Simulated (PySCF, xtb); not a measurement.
Homolysis of single bonds, series Si Cl-Br. All species are isolated molecules in the gas phase. Strings in code marks are SMILES.

Quantity: homolytic bond dissociation enthalpy at 298 K (no spin–orbit term), in kcal/mol. Thermal and zero-point terms are GFN2-xTB rigid-rotor harmonic values (xtb).

A: Si–Br bond of `Cl[Si](Cl)(Cl)Br`, giving `Cl[Si](Cl)Cl` and `[Br]`
B: Cl–Si bond of `Cl[Si](Cl)(Cl)Br`, giving `Cl[Si](Cl)Br` and `[Cl]`
C: Cl–Si bond of `Cl[Si](Cl)(Cl)Cl`, giving `Cl[Si](Cl)Cl` and `[Cl]`
D: Si–Br bond of `Cl[Si](Cl)(Br)Br`, giving `Cl[Si](Cl)Br` and `[Br]`

Q: Order them by homolytic bond dissociation enthalpy at 298 K (no spin–orbit term) (lowest first) at the level PBE-D3(BJ)/def2-TZVP // B3LYP-D3(BJ)/def2-TZVP (PySCF).

A: D (91.1 kcal/mol), A (92.5 kcal/mol), B (105.4 kcal/mol), C (106.9 kcal/mol)
